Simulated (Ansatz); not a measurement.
# C3H3Cl: up Jacob's ladder to CCSD(T)

The task here is to estimate one member of a computed series from the others.

Computed with Ansatz 0.2.0, Gaussian basis. Level: functionals in def2-TZVPP, the program's frozen cores in correlated methods.

Plan: LDA (SPW92), PBE-D4, revPBE-D4, BLYP-D4, r2SCAN-D4, B97M-V, PBE0-D4, B3LYP-D4, r2SCANh-D4, r2SCAN0-D4, HSE06-D4, BHLYP-D4, CAM-B3LYP-D4, LC-ωPBE, ωB97X-V, ωB97M-V, B2PLYP, PBE-QIDH; CCSD(T)/def2-SVP; CCSD(T)/def2-TZVPP; MP2/def2-QZVPP; extrapolation to the limit; RPA on PBE.

## The geometry

All runs share one geometry, relaxed beforehand with PBE0-D4 in a triple-zeta def2 set.

SMILES `C#CCCl`, 7 atoms, charge 0, spin multiplicity 1.

Atoms are counted from 1 here; the program's logs count them from 0.

Bond lengths: C1–C2 1.199 Å, C1–H5 1.064 Å, C2–C3 1.443 Å, C3–Cl4 1.790 Å, C3–H6 1.090 Å, C3–H7 1.090 Å. Angles: C2–C1–H5 179.8°, C1–C2–C3 179.3°, C2–C3–Cl4 112.2°, C2–C3–H6 111.0°, C2–C3–H7 111.0°, Cl4–C3–H6 106.8°, Cl4–C3–H7 106.8°, H6–C3–H7 108.8°.

The first run:

Input file in.yaml:

```yaml
crystal:
  periodic: [false, false, false]
  atoms:
    - {symbol: C, position_ang: [-1.556153, 0.353719, -0.675550]}
    - {symbol: C, position_ang: [-0.459523, 0.152150, -0.234696]}
    - {symbol: C, position_ang: [0.865875, -0.074060, 0.288547]}
    - {symbol: Cl, position_ang: [0.994958, -1.635448, 1.154310]}
    - {symbol: H, position_ang: [-2.531093, 0.529143, -1.065163]}
    - {symbol: H, position_ang: [1.603957, -0.097304, -0.513225]}
    - {symbol: H, position_ang: [1.143280, 0.703702, 1.000077]}
basis:
  gaussian: {orbitals: def2-TZVPP}
hamiltonian: {xc: lda}
output: {orbitals: {seedname: orbitals}}
```

The run is started by

```console
$ ansatz run in.yaml --threads 2 --pin off --events-out ev --progress --plain --max-ram 4352MiB
```

Among the steps run: LDA; PBE-D4 (GGA); revPBE-D4 (GGA); BLYP-D4 (GGA); r2SCAN-D4 (meta-GGA); B97M-V (meta-GGA); PBE0-D4 (hybrid); B3LYP-D4 (hybrid); r2SCANh-D4 (hybrid); r2SCAN0-D4 (hybrid); HSE06-D4 (hybrid); BHLYP-D4 (hybrid); CAM-B3LYP-D4 (range-separated); LC-ωPBE (range-separated); ωB97X-V (range-separated); ωB97M-V (range-separated); B2PLYP (double hybrid); PBE-QIDH (double hybrid).

One table of the session follows, with a row left open; its other results are not shown here.

It belongs to the step «Frontier levels by functional». 

```
  functional  HOMO (eV)  gap (eV)
 LDA (SPW92)      -7.01      5.38
      PBE-D4      -6.88      5.48
   revPBE-D4      -6.82      5.51
     BLYP-D4      -6.73      5.47
   r2SCAN-D4      -7.13      5.97
      B97M-V      -7.15      6.09
     PBE0-D4          ?         ?
    B3LYP-D4      -7.92      7.33
  r2SCANh-D4      -7.61      6.82
  r2SCAN0-D4      -8.32      8.11
    HSE06-D4      -7.75      7.02
    BHLYP-D4      -9.28     10.08
CAM-B3LYP-D4      -9.53     10.35
     LC-ωPBE     -10.96     13.00
     ωB97X-V     -10.55     12.49
     ωB97M-V     -10.42     12.23
```

Q: Estimate the row for PBE0-D4 from the others.

The run gave: HOMO (eV): -8.15; gap (eV): 7.81. In the column «HOMO (eV)» it lies between r2SCAN0-D4 (-8.32) and B3LYP-D4 (-7.92).
